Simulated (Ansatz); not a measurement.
GaAs (zinc blende): values from a third-order Birch-Murnaghan fit to a volume scan beside measured ones. Computed values: r2SCAN (plane waves to 500 eV, PAW, scalar-relativistic; Ansatz, a program for electronic structure). GaAs was relaxed with its symmetry unable to fall.

```
quantity                reference                                       kind
----------------------  ---------  -----------------------------------------
Lattice constant a (Å)       5.64  measured, corrected to the static lattice
Bulk modulus B₀ (GPa)        76.7  measured, corrected to the static lattice
```

References as given in: Daniel Mejia-Rodriguez, S. B. Trickey, Physical Review B (2018), arXiv:1807.09216.

Q: Estimate the r2SCAN values and the sign and size of each difference.

A: 
| quantity | r2SCAN | difference |
|---|---|---|
| Lattice constant a (Å) | 5.667 | +0.5 % |
| Bulk modulus B₀ (GPa) | 72.2 | -5.8 % |

r2SCAN overestimates the lattice constant a by 0.5 %. r2SCAN underestimates the bulk modulus B₀ by 5.8 %.

(Under strain, the slope of the energy per volume gives the stress and its curvature an elastic modulus.)
